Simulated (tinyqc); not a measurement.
Stretching all distances: RHF, UHF, MP2, CISD and CCSD against full CI in the sto-3g basis, for HF, spin multiplicity 1. Computed by the program tinyqc with PySCF. Command: `OMP_NUM_THREADS=1 python tinyqc.py 112634 112635 out.jsonl`; one thread of a shared host (Intel(R) Xeon(R) Processor @ 2.60GHz), about 5 s.

Geometry (angstrom):
```
atom,x,y,z
F,0.0000,0.0000,0.0000
H,0.0000,0.0000,0.7940
```

All coordinates are multiplied by the scale. c0^2 is the weight of the RHF determinant in the lowest singlet FCI state (UHF is spin-contaminated and may lie near states of higher spin) and n(LUMO) the first natural occupation beyond the occupied space.

Full CI energy (hartree) and errors against it (kcal/mol):
```
scale,distance 1-2 (angstrom),E(FCI),RHF,UHF,MP2,CISD,CCSD,<S^2> UHF,c0^2,n(LUMO)
0.890,0.707,-98.44794,8.360,8.360,2.216,0.000,0.000,0.000,0.995,0.011
1.130,0.897,-98.59229,15.295,15.295,4.943,0.000,0.000,0.000,0.986,0.027
1.370,1.088,-98.59673,26.093,26.093,9.777,0.000,0.000,0.000,0.968,0.063
1.600,1.270,-98.56423,40.828,37.885,16.879,0.000,0.000,0.258,0.935,0.128
1.840,1.461,-98.52638,60.962,31.876,26.743,0.000,0.000,0.663,0.882,0.233
2.080,1.652,-98.49595,85.205,20.334,37.997,0.000,0.000,0.845,0.812,0.373
2.320,1.842,-98.47585,111.334,11.181,48.218,0.000,0.000,0.929,0.737,0.523
```

UHF parts from RHF first at scale 1.6 of those listed, where <S^2> leaves zero. The weight c0^2 goes from 0.99 to 0.74 and n(LUMO) from 0.01 to 0.52: static correlation grows as the bonds break into open-shell fragments. The spread of the error along the curve, which distorts its shape, is CISD 0.0, CCSD 0.0, UHF 29.5, MP2 46.0, RHF 103.0 kcal/mol. With one virtual orbital CISD and CCSD are exact.
